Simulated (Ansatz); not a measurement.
## singlet C2: levels of theory in one basis

```yaml
atoms:
  - { symbol: C, position_ang: [0.0000, 0.0000, 0.0000] }
  - { symbol: C, position_ang: [0.0000, 0.0000, 1.5800] }
```

Basis set: def2-SVP (spherical functions). Left uncorrelated: 2 orbitals. Charge 0, multiplicity 1.

Computed with Ansatz (development build ahead of 0.2.0); each method stands on the lowest determinant of its kind that the runs found.

```tsv
method	E − E(RHF) (eV)	<S²> of the determinant
RHF	0.00	0.00
UHF	-1.48	1.76
RHF-MP2	-5.34	–
```

**Question.** What does UHF-MP2 give on the same scale?

**Answer.** -5.18 eV.

**Question.** Is a single determinant a sound starting point here?

**Answer.** It is doubtful. Unrestricted orbitals lower Hartree–Fock by 1.48 eV and <S²> is 1.76 where a pure state has 0.00, a sign of strong static correlation.

Caution for RHF, RHF-MP2: an unrestricted determinant lies well below. Caution for UHF, UHF-MP2: the unrestricted determinant is a mixture of spin states. Caution for RHF-MP2, UHF-MP2: bonds are stretched, where a single reference can fail. Caution for RHF-MP2: other determinants can give a lower correlated total.
